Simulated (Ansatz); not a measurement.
The input, for Ansatz 0.2.0:

```yaml
crystal:
  periodic: [false, false, false]
  atoms:
    - {symbol: Li, position_ang: [0.000000, 0.000000, 0.000000]}
    - {symbol: Be, position_ang: [0.000000, 0.000000, 5.368000]}
basis:
  gaussian: {orbitals: def2-SVP}
total_charge: -1
correlation: {active_space: {window: {electrons: 4, orbitals: 2}, fixed_orbitals: true, states: [{multiplicity: 1, weights: [1, 1, 0.5, 1]}], root: 2}}
accuracy: high
```

```sh
$ ansatz run in.yaml --threads 1 --pin off --events-out ev --progress --plain --max-ram 2393MiB
```

Log:

```
425 factors; integrals over basis functions are off by at most 2.2e-9 eV
mean field evaluation 1: about -597.6725 eV, gradient 3.2e0 eV
mean field evaluation 2: about -597.6705 eV, gradient 3.1e0 eV
mean field evaluation 4: about -597.9062 eV, gradient 2.7e-1 eV
mean field evaluation 8: about -597.9019 eV, gradient 8.2e-6 eV
mean field evaluation 16: about -597.9019 eV, gradient 7.0e-9 eV
mean field evaluation 32: about -597.9018 eV, gradient 8.8e-2 eV
mean field -597.90192541 eV, -21.9724904864 hartree, gradient 9.7e-8 eV, S^2 0.000000; 1 other end points of the search recorded, 0 dependent functions left out
reference -597.90192541 eV, -21.9724904864 hartree; 4, 4 occupied and 14, 14 virtual orbitals, 425 factors
Error: 4 states are sought, and the space of determinants holds 1 states of this symmetry and spin
```

The run gave no result to rely on (stopped by an error).

Ran on 1 thread of Arm Neoverse V2, shared host: 0.09 s wall, 0.2 GiB peak host memory.
